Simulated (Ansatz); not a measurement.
`CC(F)CF` from Hartree–Fock to CCSD(T)

Cartesian coordinates in Å:
```
C -1.040 -0.121 0.772
C -0.185 -0.298 -0.458
F -0.823 0.292 -1.541
C 1.173 0.330 -0.302
F 1.991 -0.004 -1.358
H -2.041 -0.511 0.585
H -1.126 0.936 1.036
H -0.613 -0.661 1.620
H -0.063 -1.359 -0.706
H 1.644 -0.024 0.621
H 1.080 1.420 -0.270
```

The species carries charge 0 and has multiplicity 1. The structure was optimised at the PBE0-D4/def2-TZVP level. It is one conformer, not always the lowest. Frozen core, restricted reference, the Gaussian-basis code of Ansatz. CBS rows extrapolate triple and quadruple zeta; past MP2 they add the triple-zeta difference.

| basis | HF (Eh) | MP2 corr. | CCSD corr. | (T) | CCSD(T) total |
| --- | --- | --- | --- | --- | --- |
| def2-SVP | -315.72205 | -0.78863 | -0.83403 | -0.01865 | -316.57473 |
| def2-TZVPP | -316.10486 | -1.01376 | -1.04773 | -0.03497 | -317.18756 |
| def2-QZVPP | -316.11909 | -1.09577 | – | – | – |
| CBS(def2) | -316.12105 | -1.15652 | -1.19049 | as TZ | -317.34651 |
